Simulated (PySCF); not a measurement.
Isomers of C2H3O2 (doublet state), one GFN2-xTB conformer each. Single-point energies are computed at B3LYP/pcH-1 (PySCF, gas phase, no added dispersion term), electronic only. GFN2-xTB treats the open shell by occupation alone, and not every SCF solution was tested for stability.

```csv
SMILES,GFN2-xTB relative energy (kJ/mol)
CO[C]=O,0.0
[CH2]OC=O,8.6
```

Conformers: `[CH3:1][O:2][C:3]=[O:4]` (doublet state) with C1–O2–C3–O4 0°; `[CH2:1][O:2][CH:3]=[O:4]` (doublet state) with H–C1–O2–C3 180° and 0°, C1–O2–C3–O4 0°.

Task: What does B3LYP/pcH-1 give for the same structures?

Result: 
| SMILES | B3LYP/pcH-1 E (Eh) | B3LYP/pcH-1 (kJ/mol) | GFN2-xTB (kJ/mol) | point group |
| --- | --- | --- | --- | --- |
| [CH2]OC=O | -228.41370 | 0.0 | 8.6 | Cs |
| CO[C]=O | -228.41353 | 0.5 | 0.0 | Cs |

GFN2-xTB puts CO[C]=O lowest instead. Neighbours under 21 kJ/mol apart ([CH2]OC=O and CO[C]=O) can change places with a better method, another conformer or zero-point energy.

Task: As an exercise, what shares would exp(−E/RT) give at 2000 K from these electronic energies alone (no entropy, no degeneracies)?

Result: RT = 16.629 kJ/mol: [CH2]OC=O 50.7 %, CO[C]=O 49.3 %.
